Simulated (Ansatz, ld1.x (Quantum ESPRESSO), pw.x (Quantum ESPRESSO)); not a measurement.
**Equation-of-state test of one TM potential (rubidium (Rb))**

Rb, norm-conserving Troullier–Martins (Kleinman–Bylander form), made with ld1.x (Quantum ESPRESSO) 7.5 (LDA (PW92), scalar-relativistic). Core [Kr], reference 4d0 5s0.5 5p0.5. Waves: 5p (bound): rc 3.90 bohr; 4d (bound, empty): rc 3.90 bohr; 5s (bound): rc 3.90 bohr. Local part: the s channel. Core correction: Bessel-smoothed model core inside 3.40 bohr.

Crystal test: diamond Rb in pw.x 7.5, no spin, 8³ k-points, Fermi–Dirac smearing 0.01 Ry, cutoffs 50/200 Ry. The lattice is a test structure that the element need not adopt, and mesh and smearing are coarse.

pw.x input:

```
&control
  calculation='scf', prefix='x', pseudo_dir='./', outdir='./tmp', tstress=.true., disk_io='none'
/
&system
  ibrav=0, nat=2, ntyp=1, ecutwfc=50, ecutrho=200, nbnd=8,
  occupations='smearing', smearing='fd', degauss=0.01
/
&electrons
  conv_thr=1e-09, mixing_beta=0.4, electron_maxstep=70
/
ATOMIC_SPECIES
Rb 1.0 Rb.UPF
CELL_PARAMETERS angstrom
  0.00000000 4.92304843 4.92304843
  4.92304843 0.00000000 4.92304843
  4.92304843 4.92304843 0.00000000
ATOMIC_POSITIONS crystal
Rb 0.0000 0.0000 0.0000
Rb 0.2500 0.2500 0.2500
K_POINTS automatic
8 8 8 0 0 0
```

```bash
pw.x < Rb.scf.in > Rb.scf.out
```

How does the run end?

It converges; the pressure is -0.01 GPa against -0.00 GPa from all-electron LAPW.  The log shows:

```
     number of Kohn-Sham states=            8
     kinetic-energy cutoff     =      50.0000  Ry
     charge density cutoff     =     200.0000  Ry
     scf convergence threshold =      1.0E-09
     Exchange-correlation= PW
     number of k points=    29  Fermi-Dirac smearing, width (Ry)=  0.0100
     iteration #  1     ecut=    50.00 Ry     beta= 0.40
     total energy              =      -5.21608425 Ry
     estimated scf accuracy    <       0.00129254 Ry
     iteration #  2     ecut=    50.00 Ry     beta= 0.40
     total energy              =      -5.21623841 Ry
     estimated scf accuracy    <       0.00049190 Ry
     iteration #  3     ecut=    50.00 Ry     beta= 0.40
     total energy              =      -5.21625921 Ry
     estimated scf accuracy    <       0.00000011 Ry
     iteration #  4     ecut=    50.00 Ry     beta= 0.40
     c_bands:  1 eigenvalues not converged
     total energy              =      -5.21627946 Ry
     estimated scf accuracy    <       0.00000046 Ry
     iteration #  5     ecut=    50.00 Ry     beta= 0.40
     total energy              =      -5.21627948 Ry
     estimated scf accuracy    <       0.00000042 Ry
     iteration #  6     ecut=    50.00 Ry     beta= 0.40
     total energy              =      -5.21627951 Ry
     estimated scf accuracy    <       0.00000002 Ry
     iteration #  7     ecut=    50.00 Ry     beta= 0.40
     the Fermi energy is    -0.9646 ev
!    total energy              =      -5.21627951 Ry
     estimated scf accuracy    <          9.2E-10 Ry
     smearing contrib. (-TS)   =      -0.00697688 Ry
     The total energy is F=E-TS. E is the sum of the following terms:
     one-electron contribution =       0.43556049 Ry
     hartree contribution      =       0.00798878 Ry
     xc contribution           =      -5.07382635 Ry
     ewald contribution        =      -0.57902555 Ry
     convergence has been achieved in   7 iterations
          total   stress  (Ry/bohr**3)                   (kbar)     P=       -0.14
     Message from routine punch:
     Nothing written, as per user request (disk_io='none')
```
